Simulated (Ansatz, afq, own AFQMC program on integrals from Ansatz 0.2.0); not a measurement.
**Where AFQMC and coupled cluster stand for CH2Ge, triplet**

```json
{"atom": "Ge", "x (Å)": "0.0000", "y (Å)": "0.0000", "z (Å)": "0.3308"}
{"atom": "C", "x (Å)": "0.0000", "y (Å)": "0.0000", "z (Å)": "-1.6265"}
{"atom": "H", "x (Å)": "0.0000", "y (Å)": "0.9089", "z (Å)": "-2.2295"}
{"atom": "H", "x (Å)": "0.0000", "y (Å)": "-0.9089", "z (Å)": "-2.2295"}
```

Connectivity, by distances: Ge–CH2.

Basis cc-pVDZ. Noble-gas cores (and the filled d shells of Ga–Kr and In–Xe) are frozen. Ansatz 0.2.0 and our own AFQMC program on the same integrals; the CISD trial comes from CCSD amplitudes, and released means the phaseless constraint is let go. ± is one standard error of the sampling. No spin–orbit coupling.

Determinant: UHF, the one that the program's search chose, which needn't be the lowest solution. The geometry is a PBE0/def2-TZVP stationary point of this or a neighbouring charge and spin state.

No full CI on the walks' own integrals is used here; CCSDT(Q) serves as the reference and is uncertain by about the last step of the cluster series.

Cautions: no relativity below Rb; no spin-orbit coupling; inner d shell frozen; lower spins were not checked.

The T1 diagnostic is 0.0183, the weight of the determinant in the CISD state is 0.887 and the ⟨S²⟩ of the determinant is 2.024. The size of the correlated space is 10 electrons in 36 orbitals.

Reference: CCSDT(Q), correlation energy -5.773 eV. The released energy is read at 2.40 1/Eh (meV from the phaseless value at times in 1/Eh: 1 ± 12 at 0.24, -16 ± 13 at 0.51, -8 ± 11 at 0.99, -13 ± 11 at 1.62, 3 ± 14 at 2.40).

```csv
level,E − E(reference) (meV),share of correlation (%)
HF,5772.8,0.00
MP2,1090.2,81.12
CCSD,185.6,96.79
CCSD(T),35.3,99.39
CCSDT,9.5,99.84
ph-AFQMC/HF,108.9 ± 53.2,98.11
ph-AFQMC/CISD,5.5 ± 9.3,99.91
released AFQMC,8.7 ± 13.9,99.85
```

A walk keeps the symmetry of its determinant, which the program's search chose and which needn't be the lowest solution, so a lower state of the same spin and another symmetry isn't excluded. Released energies are given only where the last usable release times agree within the noise; a slower fall can still hide under it.
